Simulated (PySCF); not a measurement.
SiH2, SMILES [SiH2] (connectivity only; charge and spin as stated), neutral, multiplicity 1.

Geometry optimised at r2SCAN-D4/def2-TZVPD. The isomer is the one that the SMILES or the coordinates give; other isomers of the formula were not compared.

These are PySCF with TDDFT-PBE/def2-TZVPD values and carry that method's errors.

Vertical excitations.  State labels are in the subgroup C2v.

Computed excitation energies, oscillator strengths and character:
```tsv
state	symmetry	energy (eV)	λ (nm)	f	main pairs
S1	B1	2.31	537	0.012	HOMO→LUMO 101 %
S2	A2	4.05	306	0.000	HOMO−1→LUMO 100 %
S3	A1	5.94	209	0.177	HOMO→LUMO+2 99 %
S4	B2	6.65	186	0.209	HOMO→LUMO+1 92 %
S5	A1	7.13	174	0.000	HOMO→LUMO+3 95 %
S6	A2	7.58	164	0.000	HOMO→LUMO+5 100 %
S7	B1	7.72	161	0.114	HOMO→LUMO+6 91 %
S8	A1	7.74	160	0.084	HOMO→LUMO+4 76 %, HOMO−1→LUMO+1 22 %
S9	B2	8.05	154	0.214	HOMO−1→LUMO+2 95 %
S10	B2	8.17	152	0.021	HOMO→LUMO+7 98 %
T1	B1	1.08	1148	0	HOMO→LUMO 99 %
T2	A2	3.44	360	0	HOMO−1→LUMO 100 %
T3	B2	4.93	251	0	HOMO→LUMO+1 99 %
T4	A1	5.59	222	0	HOMO→LUMO+2 97 %
```
Triplets are in the Tamm–Dancoff approximation, which puts them higher than full response would, so one can lie above its singlet here.
